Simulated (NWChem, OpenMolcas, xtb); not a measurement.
# How methods differ on AlH2F (SMILES [H][Al]([H])[F])

AlH2F has 4 atoms, charge 0, and is taken as a singlet. As SMILES, `[H][Al]([H])[F]`. Geometry: a GFN2-xTB relaxation, a rough one for these elements and not checked as a minimum.

Quantity: the dipole moment, in D. The values are calculated.

```csv
level,kind,program,value (D),CPU time
GFN2-xTB,semi-empirical,xtb,0.96,under 2 s
GFN0-xTB,semi-empirical,xtb,0.85,under 2 s
GFN1-xTB,semi-empirical,xtb,1.67,under 2 s
HF/STO-3G,Hartree–Fock,OpenMolcas,0.72,1.6 s
HF/3-21G,Hartree–Fock,NWChem,1.47,0.81 s
HF/def2-SVP,Hartree–Fock,NWChem,1.36,2.1 s
HF/pcseg-2,Hartree–Fock,NWChem,1.42,14 s
B3LYP/6-31G* (spherical functions),global hybrid,NWChem,1.09,4.2 s
B3LYP/6-31G* (Cartesian functions),global hybrid,NWChem,1.09,4.4 s
PBE0/def2-SVP,global hybrid,NWChem,1.14,4 s
```

The values span 0.72 to 1.67 D. Magnitudes only: a small dipole may point the other way at some levels. Sets without polarisation functions give poor dipoles. Without the sets that lack polarisation functions the rows with a basis span only 1.09 to 1.42 D. Times are those of the runs behind each value, whatever else they computed, on shared processors of several kinds: orders of magnitude only.
